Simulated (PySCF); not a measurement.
An unknown gives this computed stick spectrum. Theory: PySCF 2.14.0, density-fitted response routines, TDDFT CAM-B3LYP/def2-SVPD, vertical, gas phase, core orbitals frozen in the response. Geometries: GFN2-xTB, one conformer each.

| state | E (eV) | f |
| --- | --- | --- |
| S1 | 4.31 | 0.0020 |
| S2 | 5.29 | 0.0015 |
| S3 | 6.89 | 0.043 |
| S4 | 7.50 | 0.341 |
| S5 | 7.69 | 0.0045 |
| S6 | 7.89 | 0.016 |
| S7 | 8.39 | 0.0011 |
| S8 | 8.57 | 0.041 |

Task: Which structure fits?
A. `CC(C)=NN`
B. `n1(cccn1)C`
C. `[H]/N=C\C(=O)OC`

Result: C. Its S1, at 4.31 eV, is the lowest among the candidates; the nearest of the others has S1 at 5.92 eV. S1 is HOMO→LUMO (97%). Löwdin shares by element: HOMO nitrogen 48%, carbon 24% or more, oxygen 11% or more (atoms not listed hold the other 16%); LUMO carbon 42% or more, nitrogen 28%, oxygen 14% or more (atoms not listed hold the other 16%). At the same level the other candidates give, for their lowest levels:
- `Cn1cccn1`: 6.65 eV (f 0.122); 6.93 eV (f 0.079); 6.94 eV (f 0.004); 6.98 eV (f 0.032); 7.07 eV (f 0.012); T1 4.72 eV; HOMO -8.43, LUMO 1.34 eV
- `CC(C)=NN`: 5.92 eV (f 0.021); 6.17 eV (f 0.003); 6.61 eV (f 0.332); 6.83 eV (f 0.006); 7.24 eV (f 0.002); T1 4.15 eV; HOMO -7.64, LUMO 1.30 eV

The values belong to the conformer `[H]/[N:6]=[CH:5]\[C:3]([O:2][CH3:1])=[O:4]`: C1–O2–C3–O4 0°, O2–C3–C5–N6 179°.
Triplets come from the Tamm–Dancoff approximation.
